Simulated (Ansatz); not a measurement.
Born–Oppenheimer molecular dynamics of BFH2O (5 atoms, charge 0, multiplicity 1). It starts from a relaxed structure.

Method: Ansatz 0.2.0, RKS PBE0-D4/def2-SVP.

| Quantity | Value |
| --- | --- |
| ensemble | NVE (velocity Verlet) |
| time step | 0.5 fs |
| steps asked | 250 |
| starting velocities drawn for | 300 K |
| seed | 592008 |

Frames 10 fs apart, positions in Å.

Velocities at 0 fs (Å/ps):

```
B 2.14 -2.94 5.66
H 18.79 15.50 -29.60
F -0.89 0.62 0.45
O -1.33 -0.29 -2.67
H -3.94 8.93 2.93
```

```xyz
5
Properties=species:S:1:pos:R:3 time_fs=0 energy_less_start_eV=0.000 T=300
B 0.002 -0.082 -0.043
H -0.035 -0.127 1.166
F 1.142 0.221 -0.640
O -1.062 -0.323 -0.827
H -1.856 -0.536 -0.328
5
Properties=species:S:1:pos:R:3 time_fs=10 energy_less_start_eV=0.098 T=49
B 0.010 -0.100 -0.039
H 0.042 -0.051 1.246
F 1.136 0.225 -0.638
O -1.064 -0.325 -0.836
H -1.877 -0.455 -0.332
5
Properties=species:S:1:pos:R:3 time_fs=20 energy_less_start_eV=0.066 T=132
B -0.003 -0.082 -0.051
H -0.117 -0.180 1.200
F 1.139 0.223 -0.644
O -1.049 -0.327 -0.817
H -1.881 -0.451 -0.351
5
Properties=species:S:1:pos:R:3 time_fs=30 energy_less_start_eV=0.031 T=221
B 0.000 -0.070 -0.031
H -0.018 -0.161 1.135
F 1.143 0.218 -0.641
O -1.064 -0.325 -0.832
H -1.843 -0.541 -0.310
5
Properties=species:S:1:pos:R:3 time_fs=40 energy_less_start_eV=0.076 T=107
B 0.004 -0.083 -0.042
H 0.033 -0.065 1.109
F 1.143 0.218 -0.634
O -1.071 -0.316 -0.831
H -1.825 -0.635 -0.331
5
Properties=species:S:1:pos:R:3 time_fs=50 energy_less_start_eV=0.043 T=191
B -0.001 -0.082 -0.056
H -0.121 -0.113 1.180
F 1.150 0.220 -0.641
O -1.064 -0.317 -0.816
H -1.848 -0.617 -0.353
5
Properties=species:S:1:pos:R:3 time_fs=60 energy_less_start_eV=0.088 T=75
B -0.001 -0.069 -0.040
H -0.021 -0.183 1.248
F 1.146 0.220 -0.641
O -1.066 -0.329 -0.834
H -1.849 -0.500 -0.295
5
Properties=species:S:1:pos:R:3 time_fs=70 energy_less_start_eV=0.030 T=223
B 0.005 -0.087 -0.051
H 0.035 -0.110 1.178
F 1.133 0.221 -0.635
O -1.056 -0.327 -0.828
H -1.877 -0.435 -0.332
5
Properties=species:S:1:pos:R:3 time_fs=80 energy_less_start_eV=0.088 T=75
B 0.004 -0.100 -0.031
H -0.111 -0.095 1.108
F 1.143 0.225 -0.646
O -1.058 -0.321 -0.822
H -1.891 -0.479 -0.369
5
Properties=species:S:1:pos:R:3 time_fs=90 energy_less_start_eV=0.023 T=242
B -0.004 -0.077 -0.028
H -0.031 -0.142 1.151
F 1.145 0.218 -0.643
O -1.064 -0.320 -0.833
H -1.831 -0.565 -0.311
5
Properties=species:S:1:pos:R:3 time_fs=100 energy_less_start_eV=0.080 T=95
B 0.003 -0.061 -0.065
H 0.043 -0.164 1.199
F 1.136 0.212 -0.631
O -1.063 -0.319 -0.826
H -1.820 -0.624 -0.324
5
Properties=species:S:1:pos:R:3 time_fs=110 energy_less_start_eV=0.079 T=99
B -0.003 -0.088 -0.045
H -0.119 -0.109 1.230
F 1.156 0.223 -0.644
O -1.071 -0.318 -0.824
H -1.852 -0.599 -0.338
```

Of the whole run (125 fs, mean temperature of the second half 151 K): The conserved energy stayed within 0.24 meV per atom of its start (net change 0.17 meV per atom), so the integration is sound. Over the second half the temperature averaged 0.50 of the 300 K drawn at the start: a run that starts near a minimum puts about half its kinetic energy into the potential. A run of 0.12 ps of so small a system gives no equilibrium averages.

Time of the run: 4.6 min on 1 thread of Intel(R) Xeon(R) Platinum 8375C CPU @ 2.90GHz (Ice Lake), on a shared host, peak memory 0.11 GiB.
